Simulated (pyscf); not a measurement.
**Substitution at C: H₃C–CH₃ + CH₂ [triplet] → •H₂C–CH₃ + CH₃•**

Gas phase, triplet surface, charge 0. Bonds broken: C1–C2. Bonds formed: C1–C9. Single points on ωB97X-D3(BJ)/def2-SVP structures (PySCF, gas phase). Correlated levels are frozen-core, on RHF or UHF. ΔMP2 is the change of the MP2 total energy from the triple- to the quadruple-zeta basis.

Transition state (Å):

```xyz
11

C     -1.0119     0.4365     0.0353
C      0.4697    -0.7215     0.2755
H     -0.9104     0.3633    -1.0512
H     -1.6676    -0.2586     0.5691
H     -0.4980     1.2305     0.5846
H      0.6113    -0.8411     1.3583
H      0.2155    -1.6730    -0.2109
H      1.3349    -0.2385    -0.1987
C     -2.4791     1.5939    -0.2083
H     -3.1266     1.4597    -1.0838
H     -2.7112     2.3339     0.5678
```

One imaginary mode, 1225i cm⁻¹; descent along it reached the two sides named.

| bond | change | reactant side (Å) | saddle | product side |
|---|---|---|---|---|
| C1–C2 | breaks | 1.527 | 1.896 | 3.6 |
| C1–C9 | forms | 3.6 | 1.885 | 1.490 |

Electronic energies relative to the separated reactants (kcal/mol):

```json
[
 {"level": "ωB97X-D3(BJ)/def2-TZVP", "barrier": "43.5", "reaction energy": "-10.0", "reverse barrier": "53.5"},
 {"level": "PBE/def2-TZVP", "barrier": "35.1", "reaction energy": "-10.6", "reverse barrier": "45.6"},
 {"level": "r²SCAN/def2-TZVP", "barrier": "38.2", "reaction energy": "-11.5", "reverse barrier": "49.6"},
 {"level": "B3LYP-D3(BJ)/def2-TZVP", "barrier": "39.7", "reaction energy": "-11.2", "reverse barrier": "50.9"},
 {"level": "PBE0-D3(BJ)/def2-TZVP", "barrier": "40.3", "reaction energy": "-9.8", "reverse barrier": "50.1"},
 {"level": "M06-2X/def2-TZVP", "barrier": "44.3", "reaction energy": "-6.0", "reverse barrier": "50.3"},
 {"level": "ωB97M-D3(BJ)/def2-TZVP", "barrier": "44.6", "reaction energy": "-8.3", "reverse barrier": "52.9"},
 {"level": "HF/def2-TZVP", "barrier": "63.9", "reaction energy": "-5.1", "reverse barrier": "69.0"},
 {"level": "MP2/def2-QZVPP", "barrier": "49.1", "reaction energy": "-6.2", "reverse barrier": "55.3"},
 {"level": "CCSD/def2-TZVPP", "barrier": "48.0", "reaction energy": "-7.2", "reverse barrier": "55.3"},
 {"level": "CCSD(T)/def2-TZVPP", "barrier": "44.9", "reaction energy": "-7.2", "reverse barrier": "52.1"},
 {"level": "CCSD(T)/def2-TZVPP + ΔMP2(QZVPP)", "barrier": "44.5", "reaction energy": "-7.7", "reverse barrier": "52.2"}
]
```

With CCSD(T)/def2-TZVPP + ΔMP2(QZVPP) energies and thermal terms (ideal gas, 1 atm, RRHO with modes under 100 cm⁻¹ raised to 100, one conformer, R ln 2 for chiral ones without a mode under 150 cm⁻¹), in kcal/mol:

| T (K) | ΔH‡ | ΔG‡ | ΔH | ΔG |
|---|---|---|---|---|
| 298 | 44.0 | 52.0 | -9.2 | -11.3 |
| 600 | 44.8 | 59.7 | -8.6 | -13.6 |
| 900 | 45.7 | 66.9 | -8.3 | -16.1 |
| 1200 | 46.4 | 73.9 | -8.1 | -18.8 |

•H₂C–CH₃ + CH₃• also meet on a surface of lower spin, which isn't treated here. Another saddle between the same species, by other bonds, lies lower (9.4 kcal/mol against 44.6 kcal/mol at ωB97M-D3(BJ)). The angle at the attacked C is 180°. The CCSD(T) − MP2 part came from Ansatz, without density fitting, on the same reference. A UHF reference is spin-contaminated (<S²> up to 2.13), which harms MP2 most.
